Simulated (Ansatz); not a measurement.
Geometry optimisation, RKS r2SCAN/6-31G* in Ansatz.

Input:

```yaml
crystal:
  periodic: [false, false, false]
  atoms:
    - { symbol: "N", position_ang: [-0.5976, -0.094, -0.3369] }
    - { symbol: C, position_ang: [0.5268, 0.1637, 0.302] }
    - { symbol: S, position_ang: [1.5042, -1.0901, 0.6853] }
    - { symbol: H, position_ang: [-0.8378, -0.985, -0.5996] }
    - { symbol: H, position_ang: [-1.2728, 0.6961, -0.6177] }
    - { symbol: H, position_ang: [0.7192, 1.2453, 0.5208] }
basis:
  gaussian: { orbitals: "6-31G*" }
hamiltonian:
  xc: r2scan
relax:
  f_tol: 0.02
  max_steps: 50
output:
  orbitals: {}
```

Run as:

```bash
$ ansatz run input.yaml --threads 1 --pin off --max-ram 2048MiB --backend cpu --events-out ev --progress --plain --runs-dir out
```

Problem. Where does it end, and by what steps?

Solution. The run converged. After 6 steps the energy has fallen by 0.272 eV; S3 moved furthest, 0.11 Å.

```csv
step,energy less start (eV),largest force component (eV/Å),accepted
0,0.0000,5.224,yes
1,-0.2384,1.554,yes
2,-0.2455,1.325,yes
3,-0.2160,1.028,no
4,-0.2721,0.102,yes
5,-0.2722,0.040,yes
6,-0.2723,0.005,yes
```

```xyz
6
Properties=species:S:1:pos:R:3
N -0.632 -0.058 -0.362
C 0.526 0.133 0.293
S 1.588 -1.044 0.733
H -0.905 -0.998 -0.624
H -1.242 0.712 -0.604
H 0.707 1.191 0.518
```

Whether the end is a true minimum wasn't checked by a vibrational analysis.

Run time: 19 s on 1 thread of Arm Neoverse V2, with other jobs on the host, peak memory 0.13 GiB.
